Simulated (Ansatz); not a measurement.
System: fluorite CdF2. Method: BLYP (Ansatz, an electronic-structure program, plane waves, PAW).

Numerical settings: plane-wave cutoff 520 eV, 12×12×12 k mesh, Fermi–Dirac smearing 0.01 eV, scalar-relativistic PAW data made under PBE.

Cell (measured lattice):

```cif
data_CdF2
_chemical_formula_sum 'Cd1 F2'
_space_group_name_H-M_alt 'P 1'
_space_group_IT_number 1
_cell_length_a 3.80989
_cell_length_b 3.80989
_cell_length_c 3.80989
_cell_angle_alpha 60.000
_cell_angle_beta 60.000
_cell_angle_gamma 60.000
loop_
_space_group_symop_operation_xyz
  'x, y, z'
loop_
_atom_site_label
_atom_site_type_symbol
_atom_site_fract_x
_atom_site_fract_y
_atom_site_fract_z
_atom_site_occupancy
Cd1 Cd 0.00000 0.00000 0.00000 1
F1 F 0.25000 0.25000 0.25000 1
F2 F 0.75000 0.75000 0.75000 1
```

**Question.** Estimate the band gap and smallest direct gap on the k points sampled that the calculation returns.

**Answer.** 
- band gap: 3.15 eV
- smallest direct gap on the k points sampled: 3.63 eV

Measured, for comparison: band gap 7.8 eV (temperature not stated, no zero-point or thermal correction, indirect W–Γ; as tabulated in Cappellini et al. (2013), arXiv:1302.2571).

Note: cell and atoms aren't relaxed at this level (pressure 8.6 GPa).

Spin–orbit coupling is not included.

Computed values are for the static lattice.
